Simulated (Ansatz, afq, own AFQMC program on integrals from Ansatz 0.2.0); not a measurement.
## Where AFQMC and coupled cluster stand for AlNH, quartet

```yaml
atoms:
  - { symbol: Al, position_ang: [0.0000, -0.1169, 0.6897] }
  - { symbol: N, position_ang: [0.0000, 0.1201, -1.4406] }
  - { symbol: H, position_ang: [0.0000, 1.4606, 1.5581] }
```

Connectivity, by distances: AlH–N.

Basis cc-pVDZ. Noble-gas cores (and the filled d shells of Ga–Kr and In–Xe) are frozen. Integrals, coupled cluster, full CI and functionals: Ansatz 0.2.0; the random walks run on the same integrals in our own AFQMC program. ph-AFQMC/CISD is guided by a CISD state made of CCSD amplitudes; releasing the constraint for a short imaginary time cuts its bias at the price of noise, slowly where states lie close. Free projection: walkers drawn from exp(T), propagated without any constraint. Its projection time is finite, and what remains of the start isn't in its error. Uncertainties: one standard error, sampling alone.

Determinant: UHF, the one that the program's search chose, which needn't be the lowest solution. The geometry is a point of a scan.

No full CI on the walks' own integrals is used here; CCSDT(Q) serves as the reference and is uncertain by about the last step of the cluster series.

Cautions: lower spins were not checked; higher spins were not checked; unrestricted determinant slightly spin contaminated (⟨S²⟩ 3.84 against 3.75); the released energies move by 1.5 errors or more from one time to the next, so no released level is given (meV from the phaseless value at times in 1/Eh: -19 ± 12 at 0.24, -16 ± 11 at 0.51, -8 ± 11 at 0.99, -6 ± 11 at 1.62, -33 ± 15 at 2.40), though the last usable value meets CCSDT(Q) within the noise.

* T1 diagnostic: 0.0274
* weight of the determinant in the CISD state: 0.892
* ⟨S²⟩ of the determinant: 3.836
* size of the correlated space: 9 electrons in 31 orbitals

```json
{"level": "MP2", "correlation energy (eV)": "-3.7826"}
{"level": "CCSD", "correlation energy (eV)": "-4.7278"}
{"level": "CCSD(T)", "correlation energy (eV)": "-4.8443"}
```

Problem. Estimate where phaseless AFQMC with a CISD trial lies against CCSD(T) on the same integrals.

Solution. 31.2 ± 9.6 meV below CCSD(T).

Reference: CCSDT(Q), correlation energy -4.891 eV.

| level | E − E(reference) (meV) | share of correlation (%) |
| --- | --- | --- |
| CCSD(T) | 46.9 | 99.04 |
| CCSDT | 10.3 | 99.79 |
| ph-AFQMC/HF | -2.5 ± 48.7 | 100.05 |
| ph-AFQMC/CISD | 15.7 ± 9.6 | 99.68 |
| free AFQMC | 7.1 ± 20.8 | 99.85 |

Free projections are given only where their last times agree within the noise and don't stop above the reference; a slow remainder of the start can still hide under it. A walk keeps the symmetry of its determinant, which the program's search chose and which needn't be the lowest solution, so a lower state of the same spin and another symmetry isn't excluded.
